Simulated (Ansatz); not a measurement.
**CN (quartet): from Hartree-Fock to the top rungs at distance N1–C2 = 1.462 Å, 6-31G**

Aim: climb from Hartree-Fock through coupled cluster and multireference methods for CN (quartet) at one geometry and basis, and see what each rung misses.

Program: Ansatz 0.2.0, Gaussian basis. Level of theory: 6-31G, core rule «outside noble gas», up to 2 orbitals frozen. These are calculated values, not measurements.

The runs, in order: UHF; CCSD(T) on ROHF; CCSD(T) on UHF; BCCD(T) on ROHF; CISD; CCSDT(Q) on ROHF; CCSDT(Q) on UHF; CISDTQ; CCSDTQ on ROHF; CCSDTQ on UHF; CASSCF and MRCISD+Q, 5 electrons in 5 orbitals; CASSCF and NEVPT2, 5 electrons in 5 orbitals; CASSCF and MRCISD+Q, 9 electrons in 8 orbitals; CASSCF and NEVPT2, 9 electrons in 8 orbitals; Full CI.

14 further runs of the same task are left out: 1 for a known fault of the program, 11 that didn't finish, 2 set aside as unsound or not needed.

### 1 What is computed

The geometry derives from a PBE0/def2-TZVP stationary point (not a proven minimum). One bond is set to the value named and the two fragments are kept rigid.

2 atoms, charge 0, spin multiplicity 4.

Atoms are counted from 1 here; the program's logs count them from 0.

Bond lengths: N1–C2 1.462 Å.

### 2 UHF

in.yaml reads:

```yaml
crystal:
  periodic: [false, false, false]
  atoms:
    - {symbol: N, position_ang: [0.000000, 0.000000, 0.000000]}
    - {symbol: C, position_ang: [0.000000, 0.000000, 1.462000]}
basis:
  gaussian: {orbitals: 6-31G}
magnetization: {spin_polarized: true, initial_magnetization: 3}
hamiltonian: {xc: hf}
output: {orbitals: {seedname: orbitals}}
```

Launch:

```
ansatz run in.yaml --threads 1 --pin off --events-out ev --progress --plain --max-ram 2393MiB
```

After this run come: CCSD(T) on ROHF; CCSD(T) on UHF; BCCD(T) on ROHF; CISD; CCSDT(Q) on ROHF; CCSDT(Q) on UHF; CISDTQ; CCSDTQ on ROHF; CCSDTQ on UHF; CASSCF and MRCISD+Q, 5 electrons in 5 orbitals; CASSCF and NEVPT2, 5 electrons in 5 orbitals; CASSCF and MRCISD+Q, 9 electrons in 8 orbitals; CASSCF and NEVPT2, 9 electrons in 8 orbitals; Full CI.

Q: Predict the results of all the runs planned. Wanted: FCI from the RHF energy; RMP2 from FCI; UMP2 from FCI; RCCSD from FCI; RCCSD(T) from FCI; UCCSD(T) from FCI; RCCSDT(Q) from FCI; UCCSDT(Q) from FCI; NEVPT2 pair from FCI.

**Answer**, as computed:

| quantity | value |
| --- | --- |
| FCI from the ROHF energy | -5.0204 eV |
| RMP2 from FCI | +1507.9 meV |
| UMP2 from FCI | +2291.1 meV |
| RCCSD from FCI | +747.6 meV |
| RCCSD(T) from FCI | +313.6 meV |
| UCCSD(T) from FCI | +248.5 meV |
| RCCSDT(Q) from FCI | -48.1 meV |
| UCCSDT(Q) from FCI | -56.9 meV |
| NEVPT2 pair from FCI | +876.1 meV |
| MRCISD+Q pair from FCI | +212.2 meV |
| NEVPT2 valence from FCI | +473.6 meV |
| levels within 1 kcal/mol (43 meV) | UCCSDT, CISDTQ, RCCSDTQ, UCCSDTQ, MRCISD+Q valence |
| T1 diagnostic | 0.043 |
| effectively unpaired electrons | 3.79 |

What this shows: RCCSD(T) misses by +313.6 meV, 6.2 % of the correlation energy. CCSD(T) misses by +313.6 meV on the restricted determinant and by +248.5 meV on the unrestricted one; the two need not hold the same state or core. RCCSDT(Q), UCCSDT(Q) fall below full CI: unrestricted runs freeze a spin-polarised core, another one than full CI's, and coupled cluster isn't variational. The occupations show some static correlation. Of the multireference levels listed MRCISD+Q valence comes nearest in total energy (+25.6 meV), which doesn't show that its space is the better one. Coupled cluster took another determinant than the lowest Hartree-Fock one. These misses are within one basis, not against nature; the frozen cores of restricted and unrestricted runs differ, which can shift their rows.

Levels on UHF freeze UHF's core orbitals, full CI those of ROHF, so the U rows can settle a little off it for that reason alone.

With open shells the CI space here admits some triples and quadruples, so it is larger than plain CISD.
